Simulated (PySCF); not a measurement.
# C4H9N (SMILES C/C=N\CC) at 5 levels

Wanted: a comparison of 5 runs (HF/STO-3G, PBE0/cc-pVDZ, PBE0/def2-SVP, B3LYP/aug-cc-pVDZ, CCSD(T)/STO-3G) of C4H9N. 

The calculation is run with PySCF 2.14.0.

## Step 1: The system as given

C4H9N: 14 atoms, total charge 0, spin state singlet. As SMILES, `C/C=N\CC`. The coordinates come from a GFN2-xTB relaxation. This is one conformer, not always the lowest.

Bond lengths: C1–C2 1.500 Å, C2–N3 1.256 Å, N3–C4 1.439 Å, C4–C5 1.523 Å, C1–H6 1.091 Å, C1–H7 1.085 Å, C1–H8 1.091 Å, C2–H9 1.085 Å, C4–H10 1.099 Å, C4–H11 1.099 Å, C5–H12 1.088 Å, C5–H13 1.087 Å, C5–H14 1.087 Å. Some angles: C1–C2–N3 127.3°, C2–N3–C4 121.3°, N3–C4–C5 109.4°, C1–C2–H9 116.9°, N3–C2–H9 115.7°, C2–C1–H6 109.8°, C2–C1–H7 111.4°, C2–C1–H8 109.8°, N3–C4–H10 110.3°, N3–C4–H11 110.3°.

## Step 2: Energy and forces at HF/STO-3G (run 1)

run.py reads:

```python
from pyscf import gto

system = gto.M(
    atom='''
C     -3.408480     1.764683     1.305952
C     -0.989064     2.718862     0.176444
N      0.882521     1.433168    -0.513533
C      0.902099    -1.275168    -0.275617
C      3.407195    -2.301819    -1.254665
H     -3.006819     0.727337     3.042138
H     -4.698747     3.304356     1.720237
H     -4.314679     0.448829     0.003231
H     -0.817155     4.746690    -0.074871
H     -0.669568    -2.104966    -1.349756
H      0.639313    -1.826553     1.709862
H      3.455308    -4.350452    -1.093906
H      4.960361    -1.507170    -0.171379
H      3.657697    -1.777817    -3.224118
''',
    max_memory=1860,
    verbose=3,
    basis='sto-3g',
    charge=0,
    unit='bohr',
    spin=0,
)

hf = system.RHF()
hf.conv_tol = 1e-10
hf.kernel()
if not hf.converged:
    hf = hf.newton().run(hf.mo_coeff, hf.mo_occ)

e_final = hf.e_tot
print('E(%s) = %.9f' % ('HF', e_final))
grad = hf.nuc_grad_method().kernel()
dip = hf.dip_moment()
pop, q = hf.mulliken_pop()
```

Command:

```console
$ OMP_NUM_THREADS=1 python run.py
```

The program printed:

```text
converged SCF energy = -208.569134443465
E(HF) = -208.569134443
--------------- RHF gradients ---------------
         x                y                z
0 C     0.0154682241     0.0124394448    -0.0078846102
1 C     0.0041118950    -0.0156644388    -0.0007312785
2 N    -0.0299890011    -0.0353341540     0.0160666351
3 C     0.0189859698     0.0393690324    -0.0117687599
4 C    -0.0112479470     0.0071189089     0.0039576056
5 H     0.0034650674    -0.0024815887     0.0011150582
6 H    -0.0003273712     0.0016765750    -0.0000061493
7 H     0.0018908064    -0.0026994062    -0.0027748330
8 H     0.0025549722    -0.0056416289    -0.0003625057
9 H    -0.0032040515    -0.0003121584    -0.0030100096
10 H    -0.0001148818     0.0003293904     0.0047061339
11 H    -0.0011988006    -0.0014463862     0.0006054031
12 H     0.0002302707     0.0014606437     0.0010669630
13 H    -0.0006251523     0.0011857659    -0.0009796527
----------------------------------------------
Dipole moment(X, Y, Z, Debye): -1.41764, -0.77031,  0.68139
 ** Mulliken pop  **
pop of  0 C 1s            1.99196
pop of  0 C 2s            1.18181
pop of  0 C 2px           0.98836
pop of  0 C 2py           1.02216
pop of  0 C 2pz           1.01620
pop of  1 C 1s            1.99318
pop of  1 C 2s            1.11350
pop of  1 C 2px           0.89961
pop of  1 C 2py           0.97597
pop of  1 C 2pz           0.95461
pop of  2 N 1s            1.99611
pop of  2 N 2s            1.61650
pop of  2 N 2px           1.40099
pop of  2 N 2py           1.11104
pop of  2 N 2pz           1.13384
pop of  3 C 1s            1.99209
pop of  3 C 2s            1.16022
pop of  3 C 2px           0.99277
pop of  3 C 2py           0.86028
pop of  3 C 2pz           1.01469
pop of  4 C 1s            1.99202
pop of  4 C 2s            1.18078
pop of  4 C 2px           0.97464
pop of  4 C 2py           1.00425
pop of  4 C 2pz           1.02061
pop of  5 H 1s            0.92986
pop of  6 H 1s            0.92846
pop of  7 H 1s            0.92985
pop of  8 H 1s            0.93546
pop of  9 H 1s            0.93843
pop of  10 H 1s           0.93852
pop of  11 H 1s           0.94325
pop of  12 H 1s           0.93405
pop of  13 H 1s           0.93392
 ** Mulliken atomic charges  **
charge of    0C =     -0.20048
charge of    1C =      0.06313
charge of    2N =     -0.25848
charge of    3C =     -0.02004
charge of    4C =     -0.17231
charge of    5H =      0.07014
charge of    6H =      0.07154
charge of    7H =      0.07015
charge of    8H =      0.06454
charge of    9H =      0.06157
charge of   10H =      0.06148
charge of   11H =      0.05675
charge of   12H =      0.06595
charge of   13H =      0.06608
```

Wall time 6 s (1 thread of Intel Xeon at 2.50GHz (Skylake/Cascade Lake), shared host); peak memory 0.12 GiB.

## Step 3: Energy and forces at PBE0/cc-pVDZ (run 2)

input.xyz reads:

```xyz
14
C4H9N
C     -1.803690     0.933830     0.691080
C     -0.523390     1.438760     0.093370
N      0.467010     0.758400    -0.271750
C      0.477370    -0.674790    -0.145850
C      1.803010    -1.218070    -0.663940
H     -1.591140     0.384890     1.609830
H     -2.486470     1.748590     0.910310
H     -2.283230     0.237510     0.001710
H     -0.432420     2.511840    -0.039620
H     -0.354320    -1.113900    -0.714260
H      0.338310    -0.966570     0.904820
H      1.828470    -2.302160    -0.578870
H      2.624910    -0.797560    -0.090690
H      1.935570    -0.940780    -1.706130
```

run.py reads:

```python
import pyscf.grad
from pyscf import gto, dft

molecule = gto.M(
    atom='input.xyz',
    spin=0,
    basis='cc-pvdz',
    verbose=4,
    max_memory=1860,
    charge=0,
)

mf = dft.RKS(molecule, xc='pbe0')
mf.conv_tol = 1e-10
mf.grids.level = 5
mf.kernel()
if not mf.converged:
    mf = mf.newton().run(mf.mo_coeff, mf.mo_occ)

etot = mf.e_tot
print('Final energy', etot)
grad = mf.Gradients().kernel()
dip = mf.dip_moment()
pop, q = mf.mulliken_pop()
```

Command:

```console
$ OMP_NUM_THREADS=1 python run.py
```

The program printed:

```text
PySCF version 2.14.0

[... 83 lines left out ...]
converged SCF energy = -212.320377141857
Final energy -212.32037714185685
[... 12 lines left out ...]
Dipole moment(X, Y, Z, Debye): -1.62625, -0.48909,  0.74637
[... 91 lines left out ...]
pop of  9 H 1s            0.75024
pop of  9 H 2s            0.18405
pop of  9 H 2px           0.01220
pop of  9 H 2py           0.00585
pop of  9 H 2pz           0.00930
pop of  10 H 1s           0.75013
pop of  10 H 2s           0.18426
pop of  10 H 2px          0.00566
pop of  10 H 2py          0.00475
pop of  10 H 2pz          0.01692
pop of  11 H 1s           0.74946
pop of  11 H 2s           0.19333
pop of  11 H 2px          0.00554
pop of  11 H 2py          0.01780
pop of  11 H 2pz          0.00645
pop of  12 H 1s           0.74414
pop of  12 H 2s           0.18117
pop of  12 H 2px          0.01228
pop of  12 H 2py          0.00822
pop of  12 H 2pz          0.00935
pop of  13 H 1s           0.74416
pop of  13 H 2s           0.18110
pop of  13 H 2px          0.00564
pop of  13 H 2py          0.00724
pop of  13 H 2pz          0.01697
 ** Mulliken atomic charges  **
charge of    0C =     -0.08718
charge of    1C =     -0.01701
charge of    2N =     -0.21765
charge of    3C =     -0.03003
charge of    4C =     -0.04714
charge of    5H =      0.06594
charge of    6H =      0.04905
charge of    7H =      0.06581
charge of    8H =      0.02443
charge of    9H =      0.03836
charge of   10H =      0.03828
charge of   11H =      0.02742
charge of   12H =      0.04485
charge of   13H =      0.04488
```

Wall time 2.1 min (1 thread of Intel Xeon at 2.50GHz (Skylake/Cascade Lake), shared host); peak memory 1.2 GiB.

Runs 3 to 4 aren't shown in full; the table further down has their settings and results.

## Step 4: The energy at CCSD(T)/STO-3G (run 5)

calc.py reads:

```python
from pyscf import gto, scf, cc

molecule = gto.M(
    atom='''
C     -3.408480     1.764683     1.305952
C     -0.989064     2.718862     0.176444
N      0.882521     1.433168    -0.513533
C      0.902099    -1.275168    -0.275617
C      3.407195    -2.301819    -1.254665
H     -3.006819     0.727337     3.042138
H     -4.698747     3.304356     1.720237
H     -4.314679     0.448829     0.003231
H     -0.817155     4.746690    -0.074871
H     -0.669568    -2.104966    -1.349756
H      0.639313    -1.826553     1.709862
H      3.455308    -4.350452    -1.093906
H      4.960361    -1.507170    -0.171379
H      3.657697    -1.777817    -3.224118
''',
    unit='bohr',
    max_memory=1860,
    basis='sto-3g',
    verbose=4,
)

mf = scf.RHF(molecule)
mf.conv_tol = 1e-10
mf.kernel()
if not mf.converged:
    mf = mf.newton().run(mf.mo_coeff, mf.mo_occ)

mycc = cc.CCSD(mf, frozen=5)
mycc.kernel()
e_t = mycc.ccsd_t()
e_tot = mycc.e_tot + e_t
print('E(%s) = %.9f' % ('CCSD(T)', e_tot))
dip = mf.dip_moment()
pop, q = mf.mulliken_pop()
```

Command:

```console
$ OMP_NUM_THREADS=1 python calc.py
```

The program printed:

```text
PySCF version 2.14.0

[... 68 lines left out ...]
converged SCF energy = -208.569134443465
[... 12 lines left out ...]
Init t2, MP2 energy = -208.838624792872  E_corr(MP2) -0.26949034940736
[... 11 lines left out ...]
CCSD converged
[... 3 lines left out ...]
Dipole moment(X, Y, Z, Debye): -1.41764, -0.77031,  0.68139
[... 10 lines left out ...]
pop of  1 C 2pz           0.95461
pop of  2 N 1s            1.99611
pop of  2 N 2s            1.61650
pop of  2 N 2px           1.40099
pop of  2 N 2py           1.11104
pop of  2 N 2pz           1.13384
pop of  3 C 1s            1.99209
pop of  3 C 2s            1.16022
pop of  3 C 2px           0.99277
pop of  3 C 2py           0.86028
pop of  3 C 2pz           1.01469
pop of  4 C 1s            1.99202
pop of  4 C 2s            1.18078
pop of  4 C 2px           0.97464
pop of  4 C 2py           1.00425
pop of  4 C 2pz           1.02061
pop of  5 H 1s            0.92986
pop of  6 H 1s            0.92846
pop of  7 H 1s            0.92985
pop of  8 H 1s            0.93546
pop of  9 H 1s            0.93843
pop of  10 H 1s           0.93852
pop of  11 H 1s           0.94325
pop of  12 H 1s           0.93405
pop of  13 H 1s           0.93392
 ** Mulliken atomic charges  **
charge of    0C =     -0.20048
charge of    1C =      0.06313
charge of    2N =     -0.25848
charge of    3C =     -0.02004
charge of    4C =     -0.17231
charge of    5H =      0.07014
charge of    6H =      0.07154
charge of    7H =      0.07015
charge of    8H =      0.06454
charge of    9H =      0.06157
charge of   10H =      0.06148
charge of   11H =      0.05675
charge of   12H =      0.06595
charge of   13H =      0.06608
```

Run time: 2.6 s. Hardware: 1 thread of Intel Xeon at 2.50GHz (Skylake/Cascade Lake), shared host; peak memory 0.11 GiB.

## Step 5: All runs side by side

```tsv
run	level	integration grid	task	energy (Eh)	dipole moment (D) of the reference	HOMO energy (eV)	LUMO energy (eV)	wall time
1	HF/STO-3G	–	gradient	-208.569134	1.75	-8.48	8.34	6 s
2	PBE0/cc-pVDZ	5	gradient	-212.320377	1.85	-6.66	0.29	2.1 min
3	PBE0/def2-SVP	5	gradient	-212.156494	1.98	-6.69	0.21	1.8 min
4	B3LYP/aug-cc-pVDZ	5	gradient	-212.597879	2.05	-6.65	-0.35	5.9 min
5	CCSD(T)/STO-3G	–	energy	-208.918775	1.75	-8.48	8.34	2.6 s
```

## Step 6: Results

| quantity | value |
| --- | --- |
| run 5: total energy | -208.91878 Eh |
| run 5: dipole moment (Hartree–Fock density) | 1.75 D |
| run 5: HOMO energy (Hartree–Fock orbitals) | -8.48 eV |
| run 5: LUMO energy (Hartree–Fock orbitals) | 8.34 eV |
| run 5: HOMO–LUMO gap (Hartree–Fock orbitals) | 16.82 eV |
| run 5: correlation energy (5 core orbitals frozen) | -349.6 mEh |
| run 5: (T) correction | -2.88 mEh |
| run 5: T1 diagnostic | 0.004 |

What this shows: Over runs 1, 2, 3, 4 the dipole moment (its size) runs from 1.75 D (HF/STO-3G) to 2.05 D (B3LYP/aug-cc-pVDZ). The two ends differ in method and basis. Over runs 1, 2, 3, 4 the HOMO–LUMO gap runs from 6.30 eV (B3LYP/aug-cc-pVDZ) to 16.82 eV (HF/STO-3G). Totals of different functionals can't be ranked against each other. In runs 1, 5 the basis is minimal, so the values are rough. All runs together took 10 min, the longest 5.9 min.
